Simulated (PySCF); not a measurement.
**Which functional comes closest?**

Molecule: Propionyl Chloride, C$_{3}$H$_{5}$ClO.

Mapped SMILES: `[CH3:1][CH2:2][C:3](=[O:4])[Cl:5]`; H(Xn) means a hydrogen on atom n.

Geometry PBE0-D3(BJ)/def2-SVP throughout; GIAO in PySCF 2.14, gas phase, one conformer, non-relativistic; equivalent atoms averaged; basis pcSseg-2.

Reference values (measured; solution, not stated per compound (mostly CDCl3 or CCl4); Pretsch, Buehlmann, Badertscher, Structure Determination of Organic Compounds, 4th ed. (2009)): δ(C2) = 41.0 ppm, δ(C1) = 9.3 ppm, δ(H(C2)) = 2.93 ppm, δ(H(C1)) = 1.24 ppm. Computed shifts are taken against TMS, calculated as an isolated molecule at each level.

How do the functionals HF, LDA, PBE, BLYP, BP86, OPBE, KT2, KT3, B97-D, B3LYP, PBE0, mPW1PW91 perform against the reference? Times are CPU seconds on 1 thread of an Arm Neoverse V1, shared host; the GGAs took longer than the global hybrids here, which isn't the general rule, and the cause wasn't traced.

## Answers


| functional | kind | C2 | C1 | H(C2) | H(C1) | mean abs. error C | mean abs. error H | core-s |
| --- | --- | --- | --- | --- | --- | --- | --- | --- |
| HF | Hartree–Fock | 40.2 | 11.0 | 2.61 | 1.19 | 1.2 | 0.19 | 14 |
| LDA | LDA | 47.6 | 9.0 | 3.13 | 0.98 | 3.5 | 0.23 | 31 |
| PBE | GGA | 46.6 | 11.1 | 3.06 | 1.03 | 3.7 | 0.17 | 37 |
| BLYP | GGA | 47.3 | 11.7 | 3.05 | 1.07 | 4.3 | 0.14 | 37 |
| BP86 | GGA | 46.7 | 11.3 | 3.05 | 1.03 | 3.9 | 0.16 | 36 |
| OPBE | GGA | 44.8 | 11.8 | 3.04 | 1.03 | 3.1 | 0.16 | 38 |
| KT2 | GGA | 45.6 | 11.2 | 3.04 | 1.04 | 3.2 | 0.15 | 36 |
| KT3 | GGA | 45.0 | 12.2 | 3.02 | 1.08 | 3.4 | 0.12 | 36 |
| B97-D | GGA | 45.9 | 12.1 | 3.03 | 1.08 | 3.8 | 0.13 | 37 |
| B3LYP | global hybrid | 46.0 | 11.3 | 2.94 | 1.09 | 3.5 | 0.08 | 25 |
| PBE0 | global hybrid | 45.0 | 10.8 | 2.92 | 1.06 | 2.8 | 0.10 | 24 |
| mPW1PW91 | global hybrid | 45.1 | 11.0 | 2.91 | 1.06 | 2.9 | 0.10 | 25 |

For ¹³C the closest is HF (1.2 ppm) and the furthest BLYP (4.3 ppm).

For ¹H the closest is B3LYP (0.08 ppm, with PBE0, mPW1PW91 practically level) and the furthest LDA (0.23 ppm). One molecule is a small sample, and vibrational and solvent effects are absent from the calculation.
